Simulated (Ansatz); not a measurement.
**BSiH2 (quartet): wB97M-V, B2PLYP, RPA-PBE over a scan of the distance Si1–B2, cc-pVDZ**

Aim: run BSiH2 (quartet) with these functionals over a scan of the distance Si1–B2, and hold them against the top wave-function level at the same points.

Computed with Ansatz 0.2.0, Gaussian basis. Level: cc-pVDZ, all electrons in the functionals, frozen cores in the correlation of double hybrids and RPA.

To be run: wB97M-V, B2PLYP, RPA-PBE, at 1.755 Å; 1.993 Å; 2.197 Å; 2.815 Å; 3.630 Å; 5.335 Å.

## Step 1: What is computed

The geometry derives from a PBE0/def2-TZVP stationary point (not a proven minimum). One bond is set to the value named and the two fragments are kept rigid.

4 atoms, charge 0, spin multiplicity 4.

Atoms are counted from 1 here; the program's logs count them from 0.

Bond lengths: Si1–B2 1.993 Å, B2–H3 1.191 Å, B2–H4 1.191 Å. Angles: Si1–B2–H3 115.4°, Si1–B2–H4 115.4°, H3–B2–H4 129.2°.

No dispersion term is added; wB97M-V holds VV10 nonlocal correlation.

The geometry shown and the zero of energy belong to the point 1.993 Å. The yardstick, RCCSDTQ, and other wave-function levels (R restricted, U unrestricted, valence and pair active spaces) come from earlier runs.

## Step 2: wB97M-V, 1.755 Å

in.yaml reads:

```yaml
crystal:
  periodic: [false, false, false]
  atoms:
    - {symbol: Si, position_ang: [0.000000, 0.000000, 0.575410]}
    - {symbol: B, position_ang: [0.000000, 0.000000, -1.179590]}
    - {symbol: H, position_ang: [0.000000, -1.075954, -1.690641]}
    - {symbol: H, position_ang: [0.000000, 1.075954, -1.690641]}
basis:
  gaussian: {orbitals: cc-pVDZ}
magnetization: {spin_polarized: true, initial_magnetization: 3}
hamiltonian: {xc: {name: wB97M-V}}
output: {orbitals: {seedname: orbitals}}
```

Command:

```sh
$ ansatz run in.yaml --threads 1 --pin off --events-out ev --progress --plain --max-ram 4096MiB --backend cpu
```

After this run come: wB97M-V, 1.993 Å; wB97M-V, 2.197 Å; wB97M-V, 2.815 Å; wB97M-V, 3.630 Å; wB97M-V, 5.335 Å; B2PLYP, 1.755 Å; B2PLYP, 1.993 Å; B2PLYP, 2.197 Å; B2PLYP, 2.815 Å; B2PLYP, 3.630 Å; B2PLYP, 5.335 Å; RPA-PBE, 1.755 Å; RPA-PBE, 1.993 Å; RPA-PBE, 2.197 Å; RPA-PBE, 2.815 Å; RPA-PBE, 3.630 Å; RPA-PBE, 5.335 Å.

Before running them: what should the planned runs give, taken together? Wanted: span of the RCCSDTQ curve; largest miss, wB97M-V; largest miss, B2PLYP; largest miss, RPA-PBE.

The runs gave:

```
                 quantity                    value
span of the RCCSDTQ curve            48.7 kcal/mol
    largest miss, wB97M-V  +3.5 kcal/mol (5.335 Å)
     largest miss, B2PLYP  -1.8 kcal/mol (1.755 Å)
    largest miss, RPA-PBE  -5.2 kcal/mol (5.335 Å)
```

**Reading.** Of the functionals, B2PLYP keep the smallest largest miss at the points compared (at most 1.8 kcal/mol) and RPA-PBE strays most (5.2 kcal/mol, at 5.335 Å). Functionals and the yardstick converge differently with the basis, so part of each miss in cc-pVDZ is the basis.
